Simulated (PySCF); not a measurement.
Lithium fluoride, LiF.
Bonds: Li1–F2.

The closed-shell ground state was solved at several levels (PySCF, density fitting, gas phase, non-relativistic). Geometry: PBE0-D3(BJ)/def2-SVP; no solvent, vibrations or thermal averaging.

| level | basis functions | HOMO (eV) | LUMO (eV) | gap (eV) | dipole (D) |
| --- | --- | --- | --- | --- | --- |
| BHandHLYP/pcJ-1 | 38 | -9.55 | -0.75 | 8.80 | 5.96 |
| PBE0/6-31G | 18 | -7.42 | -1.30 | 6.12 | 5.82 |
| HF/def2-SVPD | 35 | -13.14 | -0.13 | 13.01 | 6.38 |
| PBE0/pcSseg-2 | 57 | -7.97 | -1.04 | 6.93 | 6.06 |
| PBE0/pcSseg-0 | 18 | -7.29 | -1.13 | 6.16 | 5.25 |
| LC-wPBE/pcSseg-2 | 57 | -10.92 | -0.08 | 10.84 | 6.08 |
| CAM-B3LYP/pcSseg-2 | 57 | -9.64 | -0.75 | 8.89 | 6.04 |
| PBE0/def2-SVP | 23 | -7.38 | -1.03 | 6.35 | 5.54 |
| PBE0/STO-3G | 10 | -5.61 | -0.24 | 5.37 | 2.62 |
| PBE0/pcJ-1 | 38 | -7.61 | -0.98 | 6.63 | 5.81 |
| PBE0/6-31+G* | 36 | -7.98 | -1.17 | 6.81 | 6.23 |
| PBE/def2-SVPD | 35 | -6.26 | -1.48 | 4.78 | 6.02 |
| wB97X-D/def2-SVPD | 35 | -10.04 | -0.03 | 10.01 | 6.23 |

(1) Estimate the row for PBE0/pcSseg-3, a basis of 112 functions; the other rows only guide the guess.

(2) Over all these levels, which gives the widest orbital gap and which the narrowest?

(3) How much does the basis alone move the frontier levels among the 8 PBE0 rows (the withheld one included)?

(4) How far do the dipole and the HOMO energy spread over the levels?

Results:

(1) HOMO -8.03 eV, LUMO -1.02 eV, gap 7.01 eV, dipole 6.08 D.

(2) HF/def2-SVPD (Hartree–Fock, all exact exchange) has the widest, 13.01 eV, and PBE/def2-SVPD (GGA) the narrowest, 4.78 eV. The two share the basis. From the narrowest to the widest the HOMO moves by -6.88 eV and the LUMO by +1.35 eV. The HOMO need not be the same orbital at Hartree–Fock and at DFT levels.

(3) The HOMO by 2.42 eV and the LUMO by 1.06 eV. By rising basis size (HOMO, LUMO in eV): STO-3G -5.61, -0.24; 6-31G -7.42, -1.30; pcSseg-0 -7.29, -1.13; def2-SVP -7.38, -1.03; 6-31+G* -7.98, -1.17; pcJ-1 -7.61, -0.98; pcSseg-2 -7.97, -1.04; pcSseg-3 -8.03, -1.02.

(4) The dipole runs from 2.62 to 6.38 D (mean 5.72 D) and the HOMO from -13.14 to -5.61 eV.
